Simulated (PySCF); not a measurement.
**Towards the basis-set limit for SiB⁻**

State: ³Π, triplet, unpaired electrons σ ↑, π ↑. De refers to Si⁻ + B. ROHF-based CCSD(T) in PySCF 2.14 with Si aug-cc-pV(D+d)Z, B aug-cc-pVDZ and Si aug-cc-pV(T+d)Z, B aug-cc-pVTZ (frozen core orbitals: 6; no relativity). Correlation energies are extrapolated as n⁻³ (n = 2, 3), Hartree–Fock as (n+1)·exp(−9√n). CV is the change on freezing 1 orbitals instead, in Si cc-pwCVTZ, B cc-pwCVTZ. SR is the spin-free X2C energy in Si cc-pVTZ-DK, B cc-pVTZ-DK less the non-relativistic one in Si cc-pVTZ, B cc-pVTZ.

| Level | Re (Å) | ωe (cm⁻¹) | ωexe (cm⁻¹) | αe (cm⁻¹) | De (eV) |
| --- | --- | --- | --- | --- | --- |
| CCSD(T)/DZ | 1.9081 | 764.1 | 5.39 | 0.00534 | 3.084 |
| CCSD(T)/TZ | 1.8829 | 781.1 | 5.22 | 0.00539 | 3.379 |
| HF/CBS | 1.8347 | 890 | n/a | 0.00479 | 1.901 |
| MP2/CBS | 1.8715 | 781.8 | n/a | 0.00628 | 3.540 |
| CCSD/CBS | 1.8607 | 819.0 | 5.33 | 0.00525 | 3.204 |
| CCSD(T)/CBS | 1.8758 | 788.4 | 5.20 | 0.00539 | 3.483 |
| CCSD(T)/CBS+CV | 1.8693 | 793.7 | 5.19 | 0.00540 | 3.519 |
| CCSD(T)/CBS+CV+SR | 1.8690 | 792.8 | 5.18 | 0.00541 | 3.516 |

Task: How much is left between CCSD(T)/TZ and the basis-set limit, and how much do the triples give at the limit?

Result: CCSD(T)/CBS less CCSD(T)/TZ: -7.1 mÅ in Re, +7.3 cm⁻¹ in ωe and +0.104 eV in De. CCSD(T)/CBS less CCSD/CBS: +15.1 mÅ in Re, -30.6 cm⁻¹ in ωe and +0.279 eV in De.

Task: What do the later terms add?

Result: CV: -6.5 mÅ in Re, +5.3 cm⁻¹ in ωe and +0.036 eV in De; SR: -0.3 mÅ in Re, -0.9 cm⁻¹ in ωe and -0.003 eV in De, each against the row above.

The T1 diagnostic is 0.050, large enough to doubt a single reference. The state was picked by a PBE0 search and need not be the measured ground state. Spin–orbit coupling, excitations beyond (T) and corrections to the Born–Oppenheimer picture are left out.

The whole job (state search and all basis sets along the bond) took about 17 min on 4 threads of AMD EPYC 7R43 64-Core (shared host), peak memory 6.2 GiB.
